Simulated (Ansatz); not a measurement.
A nudged elastic band was laid between two geometries of C$_{2}$H$_{5}$FN$_{2}$O (11 atoms, charge 0, multiplicity 1).

Level of theory: Ansatz, RKS r2SCANh-D4/STO-3G.

| Property | Result |
| --- | --- |
| movable images | 7 |
| climbing image | yes |
| spring | 5.0 eV/Å² |
| optimiser | quadratic models (default) |
| start path | through a guess of the saddle point |
| force threshold | 0.05 eV/Å |
| iteration limit | 41 |
| end points | relaxed |

Initial state:

```xyz
11
Properties=species:S:1:pos:R:3
C 0.069 -1.836 -0.533
N -0.648 -0.890 0.009
C 0.040 0.501 -0.135
N 0.003 1.242 1.190
O -0.758 1.215 -1.099
F 1.372 0.409 -0.540
H -0.306 -2.871 -0.491
H 1.042 -1.669 -1.031
H -0.880 0.879 1.645
H 0.763 0.791 1.770
H -0.632 2.171 -0.765
```

Final state:

```xyz
11
Properties=species:S:1:pos:R:3
C -0.317 -1.949 -0.461
N 0.217 -1.276 0.522
C 0.518 1.450 0.005
N -0.261 1.866 0.985
O 0.021 1.278 -1.297
F 1.849 1.167 0.026
H -1.147 -2.675 -0.384
H 0.083 -1.788 -1.475
H -0.312 -1.566 1.410
H 0.372 1.907 1.841
H -0.956 1.529 -1.150
```

Task: Which bonds break or form, and what moves?

Result: Bonds broken: N2–C3, N4–H9. Bonds formed: N2–H9. C2H5FN2O becomes CH2FNO + CH3N.

Task: What energy profile does the band end with?

Result: It converged. The highest image is number 5 of 0 to 8, 47.7 kcal/mol above the first end and 23.4 kcal/mol above the last; the last end lies 24.3 kcal/mol above the first. The profile has 2 maxima (images 2, 5) with wells between them (image 3): this band takes more than one step, which may be the mechanism or a detour left from its start path. A structure lower than the first end lies on the path between it and the top, so the climb from that side starts below the end, which may itself be a saddle point or a shallow side well. Neighbouring images differ by up to 1.6 eV, so the band resolves the path poorly. A vibrational analysis at the climbing image gives one clearly imaginary mode, 1053i cm⁻¹: a first-order saddle point. The orbitals stay closed-shell, which can raise the energy where a bond breaks towards radicals; this wasn't checked here. Limits of this set-up: minimal basis.

| image | path coordinate (Å) | energy (kcal/mol) | N2–C3 (Å) | N4–H9 (Å) | N2–H9 (Å) |
| --- | --- | --- | --- | --- | --- |
| 0 | 0.00 | 0.0 | 1.56 | 1.06 | 2.42 |
| 1 | 1.03 | 0.8 | 1.56 | 1.06 | 2.39 |
| 2 | 2.07 | 1.1 | 1.57 | 1.06 | 2.35 |
| 3 | 3.10 | -0.3 | 1.57 | 1.06 | 2.30 |
| 4 | 4.14 | 11.0 | 1.61 | 1.07 | 1.82 |
| 5 | 5.17 | 47.7 | 1.92 | 1.45 | 1.19 |
| 6 | 5.98 | 27.2 | 2.40 | 2.27 | 1.07 |
| 7 | 6.80 | 24.3 | 2.79 | 2.84 | 1.07 |
| 8 | 7.61 | 24.3 | 2.79 | 3.46 | 1.07 |

Task: What is the geometry of the highest image?

Result: 
```xyz
11
Properties=species:S:1:pos:R:3:forces:R:3
C -0.254 -1.692 -0.507 0.00 0.00 0.00
N 0.372 -0.917 0.346 0.00 0.00 0.00
C 0.512 0.972 0.023 0.00 0.00 0.00
N -0.364 1.078 1.134 0.00 0.00 0.00
O -0.013 1.182 -1.270 0.00 0.00 0.00
F 1.828 1.312 0.043 0.00 0.00 0.00
H -1.097 -2.343 -0.224 0.00 0.00 0.00
H 0.044 -1.710 -1.568 0.00 0.00 0.00
H -0.272 -0.368 1.181 0.00 0.00 0.00
H 0.321 1.273 1.930 0.00 0.00 0.00
H -1.012 1.157 -1.069 0.00 0.00 0.00
```

The band took 23 iterations and of the order of 13 core-minutes.

Time of the run: 13 min on 1 thread of AMD EPYC 7R43 64-Core Processor (Zen 3), with other jobs on the host, peak memory 0.13 GiB.
